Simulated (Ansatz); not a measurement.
Geometry optimisation, RKS r2SCANh/def2-SVP (Ansatz).

Input file:

```yaml
crystal:
  periodic: [false, false, false]
  atoms:
    - { symbol: C, position_ang: [-0.3377, -1.7198, 0.4256] }
    - { symbol: C, position_ang: [0.0482, -0.3087, -0.0238] }
    - { symbol: C, position_ang: [0.9536, -0.1735, -1.197] }
    - { symbol: S, position_ang: [1.5656, -1.3835, -2.2261] }
    - { symbol: C, position_ang: [-0.3508, 0.7911, 0.6093] }
    - { symbol: "N", position_ang: [-0.0957, 2.1419, 0.393] }
    - { symbol: H, position_ang: [0.505, -2.2957, 0.6699] }
    - { symbol: H, position_ang: [-0.9854, -1.6178, 1.2973] }
    - { symbol: H, position_ang: [-0.9602, -2.151, -0.3324] }
    - { symbol: H, position_ang: [1.3735, 0.8452, -1.3304] }
    - { symbol: H, position_ang: [-1.0069, 0.6823, 1.5213] }
    - { symbol: H, position_ang: [-0.15065, 2.71271, 1.22201] }
    - { symbol: H, position_ang: [0.76603, 2.33884, -0.12062] }
basis:
  gaussian: { orbitals: def2-SVP }
hamiltonian:
  xc: r2scanh
relax:
  f_tol: 0.015
  max_steps: 40
```

Run as:

```bash
$ ansatz run input.yaml --threads 2 --pin off --max-ram 3072MiB --backend cpu --events-out ev --progress --plain --runs-dir out
```

**Question.** Where does it end, and by what steps?

**Answer.** It converged. After 9 steps the energy has fallen by 0.466 eV; N6 moved furthest, 0.21 Å.

```tsv
step	energy less start (eV)	largest force component (eV/Å)	accepted
0	0.0000	2.820	yes
1	-0.1474	1.816	yes
2	-0.3415	1.040	yes
3	-0.4119	0.633	yes
4	-0.4347	0.575	yes
5	-0.4616	0.253	yes
6	-0.4639	0.055	yes
7	-0.4649	0.041	yes
8	-0.4656	0.018	yes
9	-0.4656	0.013	yes
```

```xyz
13
Properties=species:S:1:pos:R:3
C -0.374 -1.672 0.390
C 0.119 -0.311 -0.010
C 0.981 -0.184 -1.140
S 1.523 -1.406 -2.098
C -0.268 0.795 0.717
N 0.062 2.088 0.517
H 0.470 -2.342 0.613
H -1.029 -1.621 1.270
H -0.924 -2.146 -0.436
H 1.312 0.840 -1.385
H -0.929 0.643 1.575
H -0.286 2.805 1.132
H 0.669 2.373 -0.237
```

Whether the end is a true minimum wasn't checked by a vibrational analysis.

The run took 55 s on 2 threads of Arm Neoverse V2, with other jobs on the host, peak memory 0.31 GiB.
